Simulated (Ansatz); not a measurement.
# Nudged elastic band run: C$_{2}$H$_{4}$OS

Input:

```yaml
crystal:
  periodic: [false, false, false]
  atoms:
    - { symbol: C, position_ang: [0.143396, 0.973376, -0.063371] }
    - { symbol: C, position_ang: [-0.072432, -0.516118, -0.202453] }
    - { symbol: O, position_ang: [-0.069562, -1.119923, 1.014559] }
    - { symbol: S, position_ang: [-0.290481, -1.354762, -1.622994] }
    - { symbol: H, position_ang: [1.105389, 1.165166, 0.45803] }
    - { symbol: H, position_ang: [-0.655712, 1.40911, 0.573629] }
    - { symbol: H, position_ang: [0.146608, 1.46759, -1.047989] }
    - { symbol: H, position_ang: [-0.215106, -2.081439, 0.834789] }
basis:
  gaussian: { orbitals: cc-pVDZ }
hamiltonian:
  xc: blyp
neb:
  order_check: false
  images: 7
  f_tol: 0.05
  max_iterations: 60
  initial_path: idpp
  final_atoms:
    - { symbol: C, position_ang: [0.12265453, 0.80599534, -0.03134361] }
    - { symbol: C, position_ang: [-0.10753137, -0.64595948, -0.41521286] }
    - { symbol: O, position_ang: [-0.14864062, -1.51819608, 0.63657372] }
    - { symbol: S, position_ang: [-0.30526304, -1.20586712, -1.95994301] }
    - { symbol: H, position_ang: [1.07653267, 0.9117844, 0.53249904] }
    - { symbol: H, position_ang: [-0.69561322, 1.16382382, 0.63301457] }
    - { symbol: H, position_ang: [0.16274298, 1.44949851, -0.9252851] }
    - { symbol: H, position_ang: [-0.01278192, -1.0180794, 1.47389725] }
```

Launched with:

```bash
$ ansatz run input.yaml --threads 1 --pin off --max-ram 2048MiB --backend cpu --events-out ev --progress --plain --runs-dir out
```

Output, in part (warnings, iteration lines, the closing report on the highest movable image, with atoms numbered from 0):

```
NEB end point (image 0): max|allowed force component| = 1.131e-2 eV/Å (the criterion of neb.relax_end_points is 1.000e-2)
NEB end point (image 8): max|allowed force component| = 2.054e-3 eV/Å (the criterion of neb.relax_end_points is 1.000e-2)
NEB iter   1: max|band force component| = 2.154e0 eV/Å  barrier→ = 0.9683 eV  barrier← = 0.6813 eV  Δτ_max = 0.1983 Å  (251 SCF iters)
NEB iter   2: max|band force component| = 1.471e0 eV/Å  barrier→ = 0.7179 eV  barrier← = 0.4309 eV  Δτ_max = 0.0800 Å  (252 SCF iters)
NEB iter   3: max|band force component| = 4.769e-1 eV/Å  barrier→ = 0.7003 eV  barrier← = 0.4133 eV  CI = image 4  Δτ_max = 0.0551 Å  (214 SCF iters)
NEB iter   4: max|band force component| = 2.772e-1 eV/Å  barrier→ = 0.6991 eV  barrier← = 0.4122 eV  CI = image 4  Δτ_max = 0.0178 Å  (219 SCF iters)
NEB iter   5: max|band force component| = 1.909e-1 eV/Å  barrier→ = 0.6971 eV  barrier← = 0.4101 eV  CI = image 4  Δτ_max = 0.0233 Å  (221 SCF iters)
NEB iter   6: max|band force component| = 5.085e-2 eV/Å  barrier→ = 0.6959 eV  barrier← = 0.4089 eV  CI = image 4  Δτ_max = 0.0165 Å  (221 SCF iters)
NEB iter   7: max|band force component| = 5.498e-2 eV/Å  barrier→ = 0.6953 eV  barrier← = 0.4083 eV  CI = image 4  Δτ_max = 0.0083 Å  (220 SCF iters)
NEB iter   8: max|band force component| = 3.467e-2 eV/Å  barrier→ = 0.6951 eV  barrier← = 0.4081 eV  CI = image 4  Δτ_max = 0.0000 Å  (427 SCF iters)
Total energy: -15019.64666643 eV, -551.9618343090 hartree
Atom 0 at     0.240405     0.869662    -0.054327 Å, force     0.013086    -0.013076     0.001318 eV/Å
Atom 1 at    -0.288953    -0.521662    -0.326516 Å, force    -0.000824     0.015543     0.034362 eV/Å
Atom 2 at    -0.613309    -1.210618     0.841456 Å, force     0.023800     0.004393    -0.028671 eV/Å
Atom 3 at    -0.562119    -1.161502    -1.823627 Å, force    -0.010650    -0.008335    -0.011999 eV/Å
Atom 4 at     1.202482     0.801404     0.502869 Å, force    -0.010063     0.000285     0.001922 eV/Å
Atom 5 at    -0.463613     1.405932     0.617206 Å, force    -0.007174     0.005780    -0.003839 eV/Å
Atom 6 at     0.396832     1.443955    -0.983058 Å, force     0.000117     0.000743    -0.001632 eV/Å
Atom 7 at     0.180375    -1.684172     1.170196 Å, force    -0.008293    -0.005334     0.008540 eV/Å
Dipole moment:     0.387774     0.187412     0.428116 e Å
```

It converged. A vibrational analysis at the climbing image gives one clearly imaginary mode, 647i cm⁻¹: a first-order saddle point.

Final band (atoms are numbered from 1 in the order of the input):

```
image  path coordinate (Å)  energy (kcal/mol)  dihedral S4–C2–O3–H8 (°)
    0                 0.00                0.0                         0
    1                 0.28                2.1                        17
    2                 0.56                7.5                        41
    3                 0.84               13.4                        68
    4                 1.12               16.0                        95
    5                 1.38               14.1                       120
    6                 1.64               10.2                       143
    7                 1.91                7.3                       165
    8                 2.17                6.6                       180
```

The run took 2.1 min on 1 thread of Arm Neoverse V2 (shared host), peak memory 0.11 GiB.
